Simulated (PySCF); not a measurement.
**CH4ClN, a complex of two parts: interaction energy**

One table from this session's results is given with a row withheld; the runs are named, their logs left out.

Computed with PySCF 2.14.0; each step states its level. No surroundings beyond the atoms listed, unless a continuum is named. Atoms count from 0, parts from 1.

## The system as given

7 atoms, charge 0, multiplicity 1; geometry: GFN2-xTB. Parts: 1 = atoms 0–1, `Cl`, charge 0; 2 = atoms 2–6, `C=N`, charge 0.

Set-up of the first run:

What the job is given:

```
{"job": {"xc": "PBE0", "basis": "def2-SVPD", "d3": "d3bj", "grid": 2, "kind": "geom", "shake": 0.01}, "charge": 0, "multiplicity": 1, "parts": [{"atoms": "0-1", "charge": 0, "multiplicity": 1}, {"atoms": "2-6", "charge": 0, "multiplicity": 1}]}
Cl    -0.045873    -0.421274     0.659198
H     -0.025134    -0.465856    -0.671021
C     -0.448495     0.443716    -3.022726
N      0.051927    -0.499352    -2.334022
H     -0.846363     1.289548    -2.498309
H     -0.441925     0.502375    -4.106567
H      0.415707    -1.295748    -2.839469
```

On the command line:

```sh
> OMP_NUM_THREADS=1 python cluster_run.py task.json out
```

This one command runs all jobs of the session in turn.

Among the steps run: Geometry optimisation at PBE0-D3(BJ)/def2-SVPD; Coupled-cluster interaction energy: CCSD(T) and MP2.

One table of the session follows, with a row left open; its other results are not shown here.

It belongs to the step «Coupled-cluster interaction energy: CCSD(T) and MP2». 

| method | interaction energy (kcal/mol) |
| --- | --- |
| HF/aug-cc-pVDZ | -6.35 |
| MP2/aug-cc-pVDZ | -10.46 |
| CCSD/aug-cc-pVDZ | -7.88 |
| CCSD(T)/aug-cc-pVDZ | -8.46 |
| HF/aug-cc-pVTZ | -6.15 |
| MP2/aug-cc-pVTZ | ? |
| SCS-MP2/aug-cc-pVTZ | -9.39 |
| MP2, extrapolated | -11.90 |
| CCSD(T), limit estimate | -9.89 |

**Question.** Estimate the row for MP2/aug-cc-pVTZ.

**Answer.** interaction energy (kcal/mol): -11.41. In the column «interaction energy (kcal/mol)» it lies between MP2, extrapolated (-11.90) and MP2/aug-cc-pVDZ (-10.46).

Caveats from the session: The interaction energy leaves out the deformation of the parts, 3.60 kcal/mol (MP2); added to the CCSD(T) estimate it gives a binding of about -6.30 kcal/mol.
